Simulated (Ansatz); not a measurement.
For SnCl2 (Pnma, No. 62), PBEsol (PAW; Ansatz, a program for electronic structure) gives:

```
Item                   Result
---------------  ------------
cohesive energy  3.31 eV/atom
band gap              2.95 eV
```

Question: What does r²SCAN (PAW; Ansatz) give for the same quantities?

Answer: 
- cohesive energy: 3.09 eV/atom (decreases by 0.22 eV/atom)
- band gap: 3.41 eV (grows by 0.46 eV)

Changes are worked out from the printed values.

Unless a cell is named, each level is at its own relaxed cell (PBEsol 25.57, r²SCAN 27.85 Å³/atom).

Levels without +SOC leave out spin–orbit coupling, which shifts energies and cells of such heavy elements.

Spin–orbit coupling is included only where a level's name says +SOC; with heavier elements it mostly lowers gaps and can invert bands. Density-functional gaps are differences of (generalised) Kohn–Sham levels.

Ansatz's density-functional and Hartree–Fock values are scalar-relativistic unless marked +SOC, with PAW data made under PBE.
